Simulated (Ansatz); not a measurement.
Diborane mono F (B₂H₅F). The state is a singlet with charge 0. Geometry PBE-D4/def2-TZVP, basis def2-TZVP, Ansatz.

```xyz
8

B     0.134   -0.853   -0.183
F     1.144   -1.193   -1.009
H    -0.567   -1.706    0.288
H    -0.659    0.117   -0.739
B    -0.144    0.857    0.192
H     0.575    1.677   -0.298
H    -1.049    1.127    0.928
H     0.566   -0.026    0.820
```

```tsv
run	HOMO (eV)	LUMO (eV)
A	-8.65	-1.33
B	-8.75	-1.44
C	-12.17	1.31
D	-12.34	1.56
E	-8.25	-1.51
F	-10.05	-0.46
```

**Question.** The runs used B97M-V, BLYP, r2SCAN, r2SCAN0, ωB97M-V, ωB97X-V. Estimate which is which.

**Answer.** A r2SCAN (0 % exact exchange); B B97M-V (0 % exact exchange); C ωB97M-V (range-separated); D ωB97X-V (range-separated); E BLYP (0 % exact exchange); F r2SCAN0 (25 % exact exchange). Exact exchange lowers occupied and raises empty levels; among semilocal functionals meta-GGAs tend to open the gap a little, and such runs are hard to tell apart. The gap grows from 6.74 eV (BLYP) to 13.90 eV (ωB97X-V).
